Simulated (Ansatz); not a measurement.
## Molecular dynamics, step by step

BSi2H5 (SMILES [SiH2]=B[SiH3]), closed shell, B3LYP-D4/cc-pVDZ (Ansatz 0.2.0). Settings (timestep in fs, temperature in K; T counts 18 degrees of freedom):

```yaml
hamiltonian: {xc: {name: B3LYP}, dispersion: d4}
md: {n_steps: 40, timestep: 0.75, temperature: 1000, ensemble: nvt_nose_hoover, seed: 422, initial_velocities: maxwell_boltzmann}
```

Start (the SMILES describes the start alone):

```xyz
8
angstrom
Si -0.8776 1.4002 -1.2965
B -0.1067 0.0727 -0.3106
Si 0.6581 -1.1114 0.9977
H -2.2284 1.4246 -1.8717
H -0.2403 2.6536 -1.7180
H 0.3927 -2.5478 0.7686
H 0.2710 -0.9180 2.4170
H 2.1313 -0.9738 1.0135
```

```
step  time (fs)  potential energy less the start (meV)  kinetic energy (meV)  T (K)
   0       0.00                                    0.0                 775.6   1000
   2       1.50                                   67.8                 709.0    914
   4       3.00                                  169.0                 609.2    785
   6       4.50                                  226.4                 550.9    710
   8       6.00                                  279.5                 497.5    641
  10       7.50                                  361.7                 416.4    537
  12       9.00                                  433.1                 345.8    446
  14      10.50                                  457.9                 321.2    414
  16      12.00                                  438.7                 340.6    439
  18      13.50                                  386.6                 393.2    507
  20      15.00                                  302.1                 478.0    616
  22      16.50                                  214.4                 565.3    729
  24      18.00                                  187.5                 593.5    765
  26      19.50                                  214.4                 569.0    734
  28      21.00                                  235.0                 549.3    708
  30      22.50                                  254.8                 530.5    684
  32      24.00                                  290.9                 496.1    640
  34      25.50                                  324.4                 464.2    598
  36      27.00                                  339.7                 450.2    581
  38      28.50                                  330.7                 460.9    594
  40      30.00                                  282.2                 510.9    659
```

Step 14, positions (Å) and forces (eV/Å):

```tsv
atom	x	y	z	Fx	Fy	Fz
Si1	-0.901	1.424	-1.339	1.059	-0.373	0.699
B2	-0.071	0.101	-0.293	-0.871	0.885	-0.117
Si3	0.637	-1.142	1.043	2.998	-0.319	-0.951
H4	-2.351	1.406	-1.630	-0.049	0.044	-0.197
H5	0.004	2.541	-1.796	-0.432	-0.177	-0.082
H6	0.735	-2.475	0.296	-0.629	-0.008	0.899
H7	0.524	-0.992	2.537	-0.571	-0.307	-0.269
H8	2.268	-0.949	0.923	-1.504	0.256	0.018
```

Step 16, positions (Å) and forces (eV/Å):

| atom | x | y | z | Fx | Fy | Fz |
| --- | --- | --- | --- | --- | --- | --- |
| Si1 | -0.903 | 1.427 | -1.344 | 1.241 | -0.564 | 0.824 |
| B2 | -0.073 | 0.114 | -0.294 | -0.791 | 0.622 | 0.169 |
| Si3 | 0.640 | -1.150 | 1.049 | 2.844 | 0.480 | -1.278 |
| H4 | -2.343 | 1.396 | -1.597 | -0.364 | 0.091 | -0.285 |
| H5 | 0.018 | 2.505 | -1.807 | -0.328 | 0.072 | -0.200 |
| H6 | 0.732 | -2.432 | 0.297 | -0.569 | -0.619 | 0.616 |
| H7 | 0.508 | -1.024 | 2.525 | -0.547 | -0.261 | 0.028 |
| H8 | 2.260 | -0.912 | 0.895 | -1.487 | 0.179 | 0.127 |

Step 30, positions (Å) and forces (eV/Å):

```json
{"atom": "Si1", "x": "-0.899", "y": "1.435", "z": "-1.363", "Fx": "0.175", "Fy": "0.530", "Fz": "-0.346"}
{"atom": "B2", "x": "-0.122", "y": "0.201", "z": "-0.263", "Fx": "-0.107", "Fy": "-1.292", "Fz": "1.384"}
{"atom": "Si3", "x": "0.688", "y": "-1.185", "z": "1.060", "Fx": "-1.386", "Fy": "-0.267", "Fz": "-1.259"}
{"atom": "H4", "x": "-2.400", "y": "1.407", "z": "-1.524", "Fx": "0.428", "Fy": "0.118", "Fz": "-0.114"}
{"atom": "H5", "x": "-0.008", "y": "2.435", "z": "-2.081", "Fx": "-0.554", "Fy": "-0.258", "Fz": "0.142"}
{"atom": "H6", "x": "0.485", "y": "-2.647", "z": "0.487", "Fx": "0.510", "Fy": "1.138", "Fz": "0.365"}
{"atom": "H7", "x": "0.165", "y": "-1.313", "z": "2.504", "Fx": "0.414", "Fy": "0.475", "Fz": "-0.625"}
{"atom": "H8", "x": "2.015", "y": "-0.541", "z": "0.825", "Fx": "0.521", "Fy": "-0.444", "Fz": "0.453"}
```

Last step (40):

Si1  (-0.889, 1.443, -1.376)
B2  (-0.170, 0.205, -0.172)
Si3  (0.704, -1.201, 1.038)
H4  (-2.346, 1.490, -1.565)
H5  (-0.237, 2.381, -2.297)
H6  (0.492, -2.589, 0.726)
H7  (0.028, -1.291, 2.339)
H8  (2.103, -0.492, 1.008)
(Å)

Hardware: 2 CPU threads of an Intel Xeon Platinum 8488C, shared host. Wall time about 53 s.
